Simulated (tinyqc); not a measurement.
LCCD on RHF in the sto-3g basis, frozen core, for NH3, spin multiplicity 1, step by step (part 2 of 2). Computed by tinyqc, a small Python program that keeps every step (integrals from PySCF). Command: `OMP_NUM_THREADS=1 python tinyqc.py 24831 24832 out.jsonl` (the two numbers bound the seeds that draw the settings). One thread of a shared host (Intel(R) Xeon(R) Processor @ 2.60GHz), about 0.1 s of CPU time with the checks.

Geometry (angstrom):
```
atom          x          y         z
N      0.000000   0.000000  0.416000
H      1.064000   0.000000  0.000000
H     -0.532000   0.922000  0.000000
H     -0.532000  -0.922000  0.000000
```

## Integrals over molecular orbitals

coefficients C:
```
              MO1        MO2        MO3        MO4        MO5        MO6        MO7        MO8
1N 1s    0.993789  -0.221795   0.000075   0.000000  -0.087914  -0.167924   0.000000  -0.000375
1N 2s    0.028287   0.778250  -0.000385   0.000000   0.439319   1.018294   0.000000   0.002444
1N 2px   0.000004   0.000129   0.582531   0.000000   0.000163  -0.001882   0.000000   0.984452
1N 2py   0.000000   0.000000   0.000000   0.582479   0.000000   0.000000   0.984439   0.000000
1N 2pz  -0.003804  -0.104571  -0.000175   0.000000   0.877570  -0.551578   0.000000  -0.001249
2H 1s   -0.005330   0.159605   0.512702   0.000000  -0.158775  -0.642988   0.000000  -0.877552
3H 1s   -0.005326   0.159452  -0.256378   0.444015  -0.158996  -0.645526  -0.758545   0.436605
4H 1s   -0.005326   0.159452  -0.256378  -0.444015  -0.158996  -0.645526   0.758545   0.436605
```

core Hamiltonian H = T + V (hartree), lower triangle:
```
             1N 1s      1N 2s     1N 2px     1N 2py     1N 2pz      2H 1s      3H 1s      4H 1s
1N 1s   -25.584458
1N 2s    -5.887888  -7.631724
1N 2px   -0.000013  -0.000145  -6.313536
1N 2py    0.000000   0.000000   0.000000  -6.313546
1N 2pz    0.013568   0.163296   0.000057   0.000000  -6.222923
2H 1s    -1.084353  -2.677929  -1.988670   0.000000   0.818587  -4.225883
3H 1s    -1.083225  -2.675994   0.993351  -1.721638   0.817823  -0.852607  -4.224622
4H 1s    -1.083225  -2.675994   0.993351   1.721638   0.817823  -0.852607  -0.851512  -4.224622
```

Given earlier and not repeated: Two-electron integrals (ij|kl) in chemists' order.

(pq|rs) = sum C_ip C_jq C_kr C_ls (ij|kl), one index at a time.

one-electron integrals over orbitals h = C^T H C (hartree), lower triangle:
```
            1          2          3          4          5          6          7          8
1  -25.568561
2    0.442476  -6.240249
3   -0.000152   0.000035  -5.253611
4    0.000000   0.000000   0.000000  -5.253148
5    0.162605  -0.262323   0.000375   0.000000  -5.987916
6    0.317592  -1.220675   0.003037   0.000000   0.593723  -4.504267
7    0.000000   0.000000   0.000000  -1.331834   0.000000   0.000000  -4.857824
8    0.000698  -0.002925  -1.331549   0.000000   0.000840   0.000585   0.000000  -4.857745
```

Two-electron integrals over orbitals (pq|rs), unique and non-zero (hartree); the lowest 1 orbital is frozen and left out:
```
(22|22) 0.598891    (32|22) 0.000064    (32|32) 0.117111    (33|22) 0.535920
(33|32) 0.046805    (33|33) 0.551070    (42|42) 0.117062    (43|42) -0.046850
(43|43) 0.043826    (44|22) 0.535824    (44|32) -0.046831   (44|33) 0.463465
(44|44) 0.551030    (52|22) -0.005463   (52|32) -3.46e-06   (52|33) 0.000283
(52|44) 0.000263    (52|52) 0.103663    (53|22) -0.000028   (53|32) -0.006739
(53|33) -0.012274   (53|44) 0.012241    (53|52) -0.000040   (53|53) 0.029633
(54|42) -0.006765   (54|43) 0.012270    (54|54) 0.029643    (55|22) 0.592823
(55|32) -0.000031   (55|33) 0.518880    (55|44) 0.518842    (55|52) 0.094470
(55|53) -0.000074   (55|55) 0.738032    (62|22) 0.121065    (62|32) -0.000091
(62|33) 0.069787    (62|44) 0.069730    (62|52) -0.015726   (62|53) -0.000050
(62|55) 0.114950    (62|62) 0.090256    (63|22) -0.000285   (63|32) -0.026051
(63|33) -0.034723   (63|44) 0.034388    (63|52) -0.000090   (63|53) 0.015374
(63|55) -0.000333   (63|62) -0.000239   (63|63) 0.059271    (64|42) -0.026220
(64|43) 0.034631    (64|54) 0.015446    (64|64) 0.059537    (65|22) -0.064284
(65|32) -0.000096   (65|33) -0.030828   (65|44) -0.030716   (65|52) 0.018518
(65|53) -0.000021   (65|55) -0.065021   (65|62) -0.054065   (65|63) 0.000145
(65|65) 0.040034    (66|22) 0.517323    (66|32) -0.000363   (66|33) 0.480641
(66|44) 0.481020    (66|52) -0.050795   (66|53) 0.000094    (66|55) 0.474544
(66|62) 0.082234    (66|63) 0.000081    (66|65) -0.048086   (66|66) 0.508645
(72|42) 0.034345    (72|43) 0.012647    (72|54) 0.021389    (72|64) 0.037773
(72|72) 0.056097    (73|42) 0.039249    (73|43) -0.014998   (73|54) -0.011348
(73|64) -0.029735   (73|72) -0.004498   (73|73) 0.033906    (74|22) 0.115347
(74|32) 0.039249    (74|33) 0.087258    (74|44) 0.057256    (74|52) 0.044083
(74|53) -0.011362   (74|55) 0.153141    (74|62) 0.076797    (74|63) -0.029819
(74|65) -0.037514   (74|66) 0.042872    (74|74) 0.138232    (75|42) 0.046114
(75|43) -0.019817   (75|54) 0.015922    (75|64) -0.020484   (75|72) 0.014330
(75|73) 0.017931    (75|75) 0.042051    (76|42) 0.092244    (76|43) -0.048608
(76|54) -0.020815   (76|64) -0.045384   (76|72) 0.004473    (76|73) 0.045819
(76|75) 0.035497    (76|76) 0.099481    (77|22) 0.540589    (77|32) -0.028688
(77|33) 0.471489    (77|44) 0.545382    (77|52) 0.017469    (77|53) 0.014390
(77|55) 0.546728    (77|62) 0.078393    (77|63) 0.037534    (77|65) -0.031392
(77|66) 0.487658    (77|74) 0.074906    (77|77) 0.568269    (82|22) 0.000299
(82|32) 0.034308    (82|33) -0.012537   (82|44) 0.012847    (82|52) -0.000006
(82|53) 0.021392    (82|55) 0.000292    (82|62) 0.000097    (82|63) 0.037773
(82|65) -0.000138   (82|66) 0.000169    (82|74) -0.004315   (82|77) 0.022469
(82|82) 0.056097    (83|22) 0.115270    (83|32) -0.039380   (83|33) 0.057190
(83|44) 0.087293    (83|52) 0.044078    (83|53) 0.011317    (83|55) 0.153126
(83|62) 0.076789    (83|63) 0.029470    (83|65) -0.037420   (83|66) 0.043228
(83|74) 0.072221    (83|77) 0.099416    (83|82) 0.004742    (83|83) 0.138358
(84|42) 0.039233    (84|43) -0.014940   (84|54) -0.011308   (84|64) -0.029617
(84|72) -0.004400   (84|73) 0.031979    (84|75) 0.017910    (84|76) 0.045751
(84|84) 0.033799    (85|22) -0.000075   (85|32) 0.046106    (85|33) 0.019722
(85|44) -0.019834   (85|52) 0.000067    (85|53) 0.015941    (85|55) -0.000080
(85|62) -0.000128   (85|63) -0.020385   (85|65) -0.000016   (85|66) -0.000234
(85|74) 0.017878    (85|77) -0.013850   (85|82) 0.014320    (85|83) -0.018037
(85|85) 0.042030    (86|22) 0.000029    (86|32) 0.092142    (86|33) 0.048364
(86|44) -0.048468   (86|52) -0.000125   (86|53) -0.020723   (86|55) -0.000128
(86|62) -2.40e-06   (86|63) -0.045017   (86|65) -0.000126   (86|66) -0.000350
(86|74) 0.045695    (86|77) -0.040940   (86|82) 0.004530    (86|83) -0.045960
(86|85) 0.035415    (86|86) 0.099128    (87|42) -0.028487   (87|43) 0.036874
(87|54) 0.014393    (87|64) 0.037707    (87|72) 0.022281    (87|73) -0.012140
(87|75) -0.013746   (87|76) -0.040847   (87|84) -0.012066   (87|87) 0.040002
(88|22) 0.540628    (88|32) 0.029085    (88|33) 0.545624    (88|44) 0.471254
(88|52) 0.017469    (88|53) -0.014522   (88|55) 0.546717    (88|62) 0.078463
(88|63) -0.038127   (88|65) -0.031470   (88|66) 0.487322    (88|74) 0.099554
(88|77) 0.487776    (88|82) -0.022071   (88|83) 0.074602    (88|85) 0.013921
(88|86) 0.041238    (88|88) 0.568626
```

## LCCD: starting amplitudes

orbital energies (hartree): MO1 -15.314665, MO2 -1.021778, MO3 -0.515609, MO4 -0.515591, MO5 -0.337130, MO6 0.496507, MO7 0.611153, MO8 0.611287

t_ij^ab = <ij||ab> / (e_i + e_j - e_a - e_b), whose energy is MP2.

Starting amplitudes (spin orbitals 1a, 1b, ...; amplitudes related by a flip of all spins are not repeated; the 24 largest):
```
from      to          t
3a 3b  8a 8b  -0.061389
4a 4b  7a 7b  -0.061341
3a 4b  7b 8a   0.032046
2a 2b  6a 6b  -0.029723
4a 4b  6a 6b  -0.029412
3a 3b  6a 6b  -0.029281
2a 4b  6a 7b  -0.029034
2a 3b  6a 8b  -0.029030
5a 5b  6a 6b  -0.024012
2a 5b  6a 6b   0.022988
5a 5b  7a 7b  -0.022172
5a 5b  8a 8b  -0.022158
4a 5b  6b 7a  -0.019136
3a 5b  6b 8a  -0.019087
3a 4a  7a 8a   0.017857
2a 2b  7a 7b  -0.017177
2a 2b  8a 8b  -0.017176
3a 3b  7a 7b  -0.015046
4a 4b  8a 8b  -0.014997
2a 4a  6a 7a  -0.014753
2a 3a  6a 8a  -0.014750
2a 4b  6b 7a   0.014281
2a 3b  6b 8a   0.014280
3a 4b  7a 8b  -0.014190
```

correlation energy = -0.06096412 hartree

## LCCD: amplitude update 1

t_ij^ab D_ij^ab are set to the remaining terms of the spin-orbital equations, evaluated with the old amplitudes; for the doubles these are <ij||ab> + 1/2 <ab||ef> t_ij^ef + 1/2 <mn||ij> t_mn^ab + P(ij)P(ab) <mb||ej> t_im^ae, D the orbital-energy denominators (linear CCD).

Amplitudes after update 1 (spin orbitals 1a, 1b, ...; amplitudes related by a flip of all spins are not repeated; the 24 largest):
```
from      to          t
3a 3b  8a 8b  -0.078615
4a 4b  7a 7b  -0.078544
4a 4b  6a 6b  -0.040014
3a 3b  6a 6b  -0.039821
3a 4b  7b 8a   0.038018
2a 4b  6a 7b  -0.036038
2a 3b  6a 8b  -0.036027
2a 2b  6a 6b  -0.034632
2a 5b  6a 6b   0.031476
5a 5b  6a 6b  -0.029598
5a 5b  7a 7b  -0.028001
5a 5b  8a 8b  -0.027979
4a 5b  6b 7a  -0.023882
3a 5b  6b 8a  -0.023808
2a 4b  6b 7a   0.022491
2a 3b  6b 8a   0.022484
3a 4b  7a 8b  -0.022184
3a 4b  6a 7b   0.020336
3a 4b  6b 7a  -0.020302
4a 4b  6a 8b   0.020214
3a 3b  6a 8b  -0.020132
2a 2b  7a 7b  -0.019914
2a 2b  8a 8b  -0.019913
3a 3b  7a 7b  -0.018259
```

correlation energy = -0.07730846 hartree

## LCCD: convergence

E_corr = 1/4 sum <ij||ab> t_ij^ab; stop when the norm of the change is below 1e-8.

Course of the amplitude iterations:
```
update  correlation energy (hartree)  norm of the change
0                        -0.06096412                   -
1                        -0.07730846            1.01e-01
2                        -0.08302365            4.22e-02
3                        -0.08714719            1.91e-02
4                        -0.08715374            2.36e-03
5                        -0.08716822            5.73e-04
6                        -0.08716903            7.12e-05
7                        -0.08716907            2.50e-05
8                        -0.08716900            4.23e-06
9                        -0.08716895            9.59e-07
10                       -0.08716891            3.75e-07
11                       -0.08716890            1.15e-07
12                       -0.08716890            2.72e-08
13                       -0.08716890            8.51e-09
```

Converged amplitudes (spin orbitals 1a, 1b, ...; amplitudes related by a flip of all spins are not repeated; the 24 largest):
```
from      to          t
3a 3b  8a 8b  -0.090621
4a 4b  7a 7b  -0.090539
4a 4b  6a 6b  -0.046683
3a 3b  6a 6b  -0.046451
3a 4b  7b 8a   0.041106
2a 4b  6a 7b  -0.039446
2a 3b  6a 8b  -0.039431
2a 5b  6a 6b   0.038091
2a 2b  6a 6b  -0.037795
5a 5b  6a 6b  -0.034495
3a 4b  7a 8b  -0.030471
5a 5b  7a 7b  -0.030189
5a 5b  8a 8b  -0.030163
2a 4b  6b 7a   0.029517
2a 3b  6b 8a   0.029505
4a 5b  6b 7a  -0.027240
3a 5b  6b 8a  -0.027148
3a 4b  6a 7b   0.024283
3a 4b  6b 7a  -0.024263
4a 4b  6a 8b   0.024143
3a 3b  6a 8b  -0.024050
4a 5b  6a 7b   0.023716
3a 5b  6a 8b   0.023620
2a 2b  7a 7b  -0.020148
```

LCCD total energy = -55.50952157 hartree

Converged in 13 updates, with DIIS from the third.
